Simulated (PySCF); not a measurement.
An unknown is described by computed data only.

Formula: C6H4S2.

- 1H NMR: chemical shifts (computed TMS as zero) by class: 7.38 (2 H), 7.26 (2 H) ppm [GIAO PBE0/pcSseg-1]
- Rotational structure: rotational constants A, B, C: 3.384, 1.336, 0.958 GHz [GFN2-xTB]
- Dipole: 0.00 D [PBE0/pcSseg-1]
- 13C NMR: chemical shifts (computed TMS as zero) by class: 147.0 (2 C), 135.2 (2 C), 123.8 (2 C) ppm [GIAO PBE0/pcSseg-1]
- NMR, other nuclei: isotropic shieldings of nuclei other than C and H, by class: 325 (2 S) ppm [GIAO PBE0/pcSseg-1]

Gas-phase values; electronic properties from PySCF, density fitting. Levels stand in brackets. Geometry: GFN2-xTB; no solvent, vibrations or thermal averaging. NMR classes are plain means over equivalent atoms (diastereotopic ones count apart unless rotation or inversion swaps them), as if these changed places fast.

Question: What is the compound? Reason from the data.

Answer: Numbering: `[cH:1]1[cH:2][c:3]2[s:4][cH:5][cH:6][c:7]2[s:8]1`. Its formula, C6H4S2, gives 5 degrees of unsaturation: 2 rings and 3 π bonds in the structure found (Kekulé form). 6 carbons fall into 3 classes; from least to most shielded: ring-fusion aromatic carbon [C3/C7] (147.0 ppm, 2 C), aromatic CH next to a ring sulfur [C1/C5] (135.2 ppm, 2 C), aromatic CH carbon [C2/C6] (123.8 ppm, 2 C). Hydrogen classes from least to most shielded: 2 H on 2 aromatic CH carbons, C2/C6 (7.38 ppm), 2 H on 2 like atoms (aromatic CH next to a ring sulfur), C1/C5 (7.26 ppm). The other shieldings belong to: 325 ppm, thiophene-type sulfur [S4/S8]. The vanishing dipole is forced by symmetry. The optimised geometry has point group C2h and is an asymmetric top. Structure: TT, `c1cc2sccc2s1`. The assignments are read from this structure; whether some other isomer fits the data as well wasn't checked.
